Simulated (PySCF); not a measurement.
Computed with PBE-D3(BJ)/def2-TZVP // TPSS-D3(BJ)/def2-SVP (PySCF). All species are isolated molecules in the gas phase. 

Reference species (SMILES): `[C-]#[S+]` (neutral, multiplicity 1).

The LUMO is -3.42 eV and the HOMO–LUMO gap is 3.97 eV.

Changed species: `[C-]#[N+]C` (free ligand CNCH3; the reference has free ligand CS).

Question: What does the change do to the LUMO and HOMO–LUMO gap?

Answer: the LUMO increases by 2.88 eV, to -0.54 eV; the HOMO–LUMO gap rises by 2.62 eV, to 6.59 eV.
